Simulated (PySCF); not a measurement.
# CF: basis, grid and Hamiltonian

The method stays; parts of the set-up, such as the basis or the Hamiltonian, are changed.

Computed with PySCF 2.14.0. Level: method and basis as typed in the scripts.

2 further runs of the same task are left out: 2 that didn't finish.

## Step 1: Starting geometry

CF: 2 atoms, charge 0, spin multiplicity 2.

Bond lengths: C1–F2 1.371 Å.

## Step 2: Base script

Input file input.py:

```python
from pyscf import gto, scf, mcscf, mrpt

mol = gto.M(
    atom='C 0 0 0; F 0 0 1.371',
    basis='lanl2dz',
    charge=0,
    spin=1,
    verbose=4,
)
mf = scf.ROHF(mol)
mf.kernel()
mc = mcscf.CASSCF(mf, 6, 5)
mc.kernel()
mc.analyze()
mrpt.NEVPT(mc).kernel()
mf.dip_moment()
print('orbital energies (hartree):', mf.mo_energy[..., max(0, mol.nelec[1]-3):mol.nelec[0]+3].round(4))
```

On the command line:

```bash
$ python input.py
```

Its log is not repeated here.

In short: E(SCF) = -137.155883 Eh, 10 cycles, E(CAS) − E(SCF) = -0.06647 Eh, NEVPT2 = -0.10237 Eh, μ = 0.61 D (of the SCF density).

The bond length is a typed value, not an optimised one.

## Step 3: Crenbl (core potential on)

Run 1 changes basis set: lanl2dz → crenbl; core potential: off → on. The core potential changes with it: totals don't compare.

Input file input.py:

```python
from pyscf import gto, scf, mcscf, mrpt

mol = gto.M(
    atom='C 0 0 0; F 0 0 1.371',
    basis='crenbl',
    ecp={'C': 'crenbl', 'F': 'crenbl'},
    charge=0,
    spin=1,
    verbose=4,
)
mf = scf.ROHF(mol)
mf.kernel()
mc = mcscf.CASSCF(mf, 6, 5)
mc.kernel()
mc.analyze()
mrpt.NEVPT(mc).kernel()
mf.dip_moment()
print('orbital energies (hartree):', mf.mo_energy[..., max(0, mol.nelec[1]-3):mol.nelec[0]+3].round(4))
```

On the command line:

```bash
$ python input.py
```

## Step 4: Cc-pvdz

Run 2 changes basis set: lanl2dz → cc-pvdz.

Changes to input.py since step 2:

```diff
@@ -4,3 +4,3 @@
     atom='C 0 0 0; F 0 0 1.371',
-    basis='lanl2dz',
+    basis='cc-pvdz',
     charge=0,
```

What does the calculation give? Wanted: for each run, E(SCF); from base; SCF dipole; after the SCF.

The runs gave:

```csv
run,E(SCF) (hartree),from base (eV),cycles,SCF dipole (D),functions,after the SCF
base,-137.155883,0,10,0.61,18,"NEVPT2 correlation -4.594 eV (from the SCF energy, the CASSCF gain included)"
crenbl (core potential on),-29.224336,not comparable,10,0.59,32,"NEVPT2 correlation -5.174 eV (from the SCF energy, the CASSCF gain included)"
cc-pvdz,-137.167152,-0.3066,10,0.29,28,"NEVPT2 correlation -7.508 eV (from the SCF energy, the CASSCF gain included)"
```

**Reading.** cc-pvdz (28 functions) gives an energy 0.31 eV lower than lanl2dz (18).
